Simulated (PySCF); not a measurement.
**Vertical excitation energies**

Species: C₂H₂Cl₄.
Numbering: `[Cl:1][CH:2]([Cl:3])[CH:4]([Cl:5])[Cl:6]` (hydrogens: H7 on C2; H8 on C4)

Geometry (PBE0-D3(BJ)/def2-TZVP, Å), atoms numbered from 1 in this order:
```
atom  x, y, z in Å
Cl1    1.5604    1.1318   -0.9712
C2     0.7274   -0.2022   -0.1660
Cl3    1.5913   -0.6450    1.3081
C4    -0.7103    0.1965    0.1564
Cl5   -1.5443   -1.1195    0.9862
Cl6   -1.5726    0.6109   -1.3286
H7     0.7423   -1.0591   -0.8358
H8    -0.7245    1.0683    0.8069
```

Theory: TDDFT CAM-B3LYP/aug-cc-pVTZ, vertical, gas phase, core orbitals frozen in the response in PySCF 2.14.0, density-fitted response routines. The structure is a single PBE0-D3(BJ)/def2-TZVP conformer in the gas phase; no vibrational or solvent corrections.

Task: Predict the UV-vis stick spectrum at this level.

Result: 

```csv
state,E (eV),E (kJ/mol),λ (nm),f,symmetry,"main configurations (H = HOMO, L = LUMO)"
S1,6.91,667,179.4,0.020,Au,"H→L+1 (63%), H→L+5 (10%)"
S2,6.97,673,177.8,0.0000,–,"H→L+4 (41%), H→L (20%), H-2→L+1 (12%)"
S3,7.08,683,175.2,0.010,Bu,"H→L+2 (56%), H-1→L+1 (14%), H→L+7 (9%)"
S4,7.16,691,173.2,0.0011,–,"H-1→L+1 (41%), H→L+2 (15%), H-3→L+4 (15%)"
S5,7.20,695,172.2,0.0000,–,"H-1→L+4 (34%), H-3→L+1 (25%), H-1→L (11%)"
S6,7.25,700,171.0,0.0050,Au,"H-1→L+2 (49%), H-4→L+1 (14%), H-2→L+4 (8%)"
S7,7.43,717,166.8,0.0000,–,"H-3→L+2 (20%), H-2→L+1 (19%), H-4→L+4 (16%)"
S8,7.60,733,163.2,0.0000,–,"H-2→L+2 (28%), H-6→L+1 (16%), H→L+6 (9%)"
S9,7.87,760,157.5,0.0000,–,"H→L (64%), H→L+4 (9%), H-5→L+1 (8%)"
S10,7.96,768,155.8,0.0023,Au,"H-1→L+2 (28%), H-4→L+1 (16%), H-2→L (15%)"
```

Triplets, Tamm–Dancoff:

| state | E (eV) | λ (nm) | main configurations (H = HOMO, L = LUMO) |
| --- | --- | --- | --- |
| T1 | 6.20 | 200.1 | H→L+1 (55%), H-2→L+4 (10%), H→L+5 (9%) |
| T2 | 6.25 | 198.3 | H→L+4 (35%), H-2→L+1 (20%), H→L (10%) |
| T3 | 6.43 | 192.8 | H→L+2 (30%), H-1→L+1 (25%), H-6→L+4 (9%) |
| T4 | 6.49 | 191.1 | H-3→L+1 (26%), H-1→L+4 (24%), H-2→L+2 (11%) |

The lowest singlet lies at 6.91 eV (179 nm, vacuum ultraviolet) and is weak; its leading configuration is HOMO→LUMO+1 (63%). The lowest level is also the most intense of those listed (f = 0.020). Löwdin shares by element: HOMO chlorine 87%; LUMO hydrogen 73%, carbon 11% (atoms not listed hold the other 16%). Of the 10 states listed, 2 reach f = 0.01 and 5 stay under 0.0005. The oscillator strengths of these states sum to 0.038; summed over the whole spectrum of an exact calculation they would give the number of electrons, 82 (Thomas–Reiche–Kuhn). Weighted by f, the mean energy of these states is 7.07 eV. Symmetry labels in C2h follow from the direction of the transition dipole and are given only for states with f of 0.002 or more. The window holds the lowest 10 singlets.
